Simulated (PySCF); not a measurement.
## Threshold energies of NO in a plasma

PBE0 in PySCF with aug-cc-pVDZ(-PP) on every atom, for the lowest determinant that a PBE0 search found; no spin–orbit coupling.

```csv
species,state (unpaired electrons),Re (Å),ωe (cm⁻¹),energy of the minimum from the neutral (eV),De (eV),dissociates to
NO,doublet (π ↑),1.148,2032,0.00,6.52,N + O
NO⁺,singlet (closed shell),1.064,2526,9.65,10.72,N + O⁺
```

Q: Work out the lowest energy to break NO into atoms, from its vibrational ground state.

A: D0 = De − ωe/2 = 6.52 − 0.13 = 6.39 eV (PBE0/aug-cc-pVDZ(-PP)).

Q: Work out the ionisation energy of the O atom at this level and the threshold of dissociative ionisation.

A: IE(O) = 9.65 + 10.72 − 6.52 = 13.85 eV, so N + O⁺ + e⁻ appears at D0 + IE(O) = 20.24 eV (PBE0/aug-cc-pVDZ(-PP)). The measured IE(O) is 13.618 eV (NIST ASD).

These are thermodynamic thresholds; the onsets seen under electron impact lie higher where the geometry changes, and cross-sections peak well above them.

For an ion De counts to the pair picked by the measured ionisation energies or electron affinities, which need not be the lowest pair at this level. States were picked by a PBE0 search and need not be the measured ground states.
